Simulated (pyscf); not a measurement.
This saddle point was located with ωB97X-D3(BJ)/def2-SVP in PySCF.

```xyz
8

P      0.3793     1.3938     0.4251
H      0.7154    -0.1560    -0.2251
H      0.8169     1.6729    -0.9110
H     -0.7394     2.2780     0.2781
Al    -0.5334    -1.0281     0.4638
H     -0.9395     0.4878     1.0393
H     -1.5604    -1.4918    -0.6435
H      0.0883    -1.8185     1.6794
```
Charge 0, spin multiplicity 1.

Surface: singlet, charge 0. Lowest wavenumbers (cm⁻¹): 873i, 229, 382, 436, 536.

Which two sides does it connect, and which bonds change?

PH₃ + alane (AlH₃) ⇌ PH₃ + alane (AlH₃), a four-centre exchange read from left to right: H–P, Al–H broken and H–P, Al–H formed. At CCSD(T)/def2-TZVPP + ΔMP2(QZVPP) it lies +30.2 kcal/mol from the left side and +30.2 kcal/mol from the right (each side as separated species at their lowest minima found). On the reactant side the descent ends in an adduct with a Al–P contact (not fully relaxed), 19.0 kcal/mol under the separated species and 45.3 kcal/mol under the saddle at ωB97X-D3(BJ)/def2-TZVP. On the product side the descent ends in an adduct with a Al–P contact (not fully relaxed), 19.8 kcal/mol under the separated species and 46.1 kcal/mol under the saddle at ωB97X-D3(BJ)/def2-TZVP. At ωB97X-D3(BJ) the barrier from the zero used here is 26.3 kcal/mol. One saddle was located; it need not be the lowest between these sides. The CCSD(T) − MP2 part came from Ansatz, without density fitting, on the same reference.
